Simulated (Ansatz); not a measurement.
Mulliken charges of `O=COCF` from r2SCAN/def2-TZVPP in Ansatz (PBE0-D4/def2-TZVP geometry).

```json
{"atom": "O1", "x (Å)": "-1.742", "y (Å)": "0.259", "z (Å)": "0.384", "charge (e)": "-0.299"}
{"atom": "C2", "x (Å)": "-0.739", "y (Å)": "0.751", "z (Å)": "0.795", "charge (e)": "0.284"}
{"atom": "O3", "x (Å)": "0.515", "y (Å)": "0.407", "z (Å)": "0.438", "charge (e)": "-0.248"}
{"atom": "C4", "x (Å)": "0.633", "y (Å)": "-0.593", "z (Å)": "-0.537", "charge (e)": "0.263"}
{"atom": "F5", "x (Å)": "0.575", "y (Å)": "-0.027", "z (Å)": "-1.772", "charge (e)": "-0.215"}
{"atom": "H6", "x (Å)": "-0.684", "y (Å)": "1.557", "z (Å)": "1.540", "charge (e)": "0.074"}
{"atom": "H7", "x (Å)": "-0.178", "y (Å)": "-1.317", "z (Å)": "-0.448", "charge (e)": "0.078"}
{"atom": "H8", "x (Å)": "1.620", "y (Å)": "-1.037", "z (Å)": "-0.400", "charge (e)": "0.063"}
```

Task: By hand: the dipole of these point charges (1 e Å = 4.8032 D).

Result: Σ q r = (0.264, -0.168, 0.296) e Å, of length 0.431 e Å = 2.07 D.

Task: How does the dipole of the full density compare? (Estimate.)

Result: Computed: (0.331, -0.104, 0.298) e Å, 2.20 D; the point charges give 0.94 times that, at 11° from its direction.

Point charges leave out the atoms' own dipoles, such as those of lone pairs, and Mulliken's split depends on the basis, so the close match here is no proof of good charges.
